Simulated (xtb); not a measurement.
H2O2, triplet, geometry from GFN2-xTB of the parent state (a higher spin typed on purpose: for a closed-shell molecule this is an excited state); GFN1-xTB in xtb.

xtb was given this input:
```
$ xtb mol.xyz --gfn 1 --chrg 0 --uhf 2 --json

# file mol.xyz
4

O     -0.02311961     0.70996455    -0.01256427
O      0.02311961    -0.70996455     0.01256427
H      0.91389752     0.94248526    -0.03262698
H     -0.91389752    -0.94248526     0.03262698
```

### Question
Predict the main parts of the log of this xtb run.

### Answer

```
   ID    Z sym.   atoms
    1    8 O      1, 2
    2    1 H      3, 4

           -------------------------------------------------
          |                Calculation Setup                |
           -------------------------------------------------

           -------------------------------------------------
          |                 G F N 1 - x T B                 |
           -------------------------------------------------

          ...................................................
          :                      SETUP                      :
          :.................................................:
          :  # basis functions                  12          :
          :  # atomic orbitals                  12          :
          :  # shells                            8          :
          :  # electrons                        14          :
          :  # halogen bonds                     0          :
          :  max. iterations                   250          :
          :  Hamiltonian                  GFN1-xTB          :
          :  restarted?                      false          :
          :  GBSA solvation                  false          :
          :  PC potential                    false          :
          :  electronic temp.          300.0000000     K    :
          :  accuracy                    1.0000000          :
          :  -> integral cutoff          0.2500000E+02      :
          :  -> integral neglect         0.1000000E-07      :
          :  -> SCF convergence          0.1000000E-05 Eh   :
          :  -> wf. convergence          0.2000000E-04 e    :
          :  Broyden damping             0.4000000          :
          :  net charge                          0          :
          :  unpaired electrons                  2          :
          ...................................................

 iter      E             dE          RMSdq      gap      omega  full diag
   1    -10.0788416 -0.100788E+02  0.324E+00    1.38       0.0  T
   2    -10.0789385 -0.968948E-04  0.197E+00    1.44       1.0  T
   3    -10.0789379  0.657329E-06  0.340E-02    1.46       1.5  T
   4    -10.0789399 -0.201400E-05  0.346E-04    1.45     144.3  T
   5    -10.0789399 -0.403634E-09  0.331E-05    1.45    1511.4  T
   6    -10.0789399  0.142109E-13  0.897E-07    1.45   55735.9  T

   *** convergence criteria satisfied after 6 iterations ***

 transition dipole moment (au) for excitation:           7           8
     X       Y       Z
[...]
         :: total energy             -10.042441583875 Eh    ::
[...]
         1        2.0000           -0.8654252             -23.5494
         2        2.0000           -0.7886428             -21.4601
         3        2.0000           -0.6775938             -18.4383
         4        2.0000           -0.6743535             -18.3501
         5        2.0000           -0.6332730             -17.2322
         6        2.0000           -0.5655310             -15.3889
         7        1.0000           -0.4928005             -13.4098
         8        1.0000           -0.1743316              -4.7438 (HOMO)
         9                         -0.1211283              -3.2961 (LUMO)
        10                         -0.0864299              -2.3519
        11                          0.3471513               9.4465
        12                          0.3540090               9.6331
      -------------------------------------------------------------
                  HL-Gap            0.0532032 Eh            1.4477 eV
             Fermi-level           -0.3384479 Eh           -9.2096 eV

  Mulliken/CM5 charges         n(s)   n(p)   n(d)
     1O    -0.27518 -0.45721   1.794  4.481  0.000
     2O    -0.27518 -0.45721   1.794  4.481  0.000
     3H     0.27518  0.45721   0.725  0.000  0.000
     4H     0.27518  0.45721   0.725  0.000  0.000

Wiberg/Mayer (AO) data.
largest (>0.10) Wiberg bond orders for each atom

 ---------------------------------------------------------------------------
     #   Z sym  total        # sym  WBO       # sym  WBO       # sym  WBO
 ---------------------------------------------------------------------------
     1   8 O    2.077 --     2 O    1.047     3 H    0.920     4 H    0.110
     2   8 O    2.077 --     1 O    1.047     4 H    0.920     3 H    0.110
     3   1 H    1.070 --     1 O    0.920     2 O    0.110
     4   1 H    1.070 --     2 O    0.920     1 O    0.110
 ---------------------------------------------------------------------------

Topologies differ in total number of bonds
Writing topology from bond orders to xtbtopo.mol

 dipole moment from electron density (au)
     X       Y       Z
  -0.0000  -0.0000  -0.0000  total (Debye):    0.000

           -------------------------------------------------
          | TOTAL ENERGY              -10.042441583875 Eh   |
          | GRADIENT NORM               0.520454868315 Eh/α |
          | HOMO-LUMO GAP               1.447733454189 eV   |
           -------------------------------------------------

normal termination of xtb
```
